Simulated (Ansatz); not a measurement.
Take InP in the zinc blende structure (space group F-43m, No. 216; a = 5.960 Å) as the base.

All numbers come from PBE/PAW in Ansatz (a quantum-chemistry and plane-wave program), scalar-relativistic without spin-orbit coupling, earlier PAW set.

One thing is altered: full substitution In → Ga, then cell and atoms are relaxed.

Measured band gap: InP 1.47 eV (static lattice; corrected from measurement; as listed in Wei Chen et al., Physical Review Materials (2018)); GaP 2.43 eV (static lattice; corrected from measurement; as listed in Wei Chen et al., Physical Review Materials (2018)).

Measured lattice parameter a: InP 5.858 Å (static lattice; corrected from measurement; as listed in Daniel Mejia-Rodriguez, S. B. Trickey, Phys. Rev. B (2018)); GaP 5.439 Å (static lattice; corrected from measurement; as listed in Daniel Mejia-Rodriguez, S. B. Trickey, Phys. Rev. B (2018)).

Question: How well does PBE reproduce the measured shift?

Answer: With PBE the band gap moves by +1.14 eV (0.44 → 1.58) against +0.96 eV measured; the lattice parameter a moves by -0.453 Å (5.960 → 5.507) against -0.419 Å measured.

Stability against distortions was not tested.
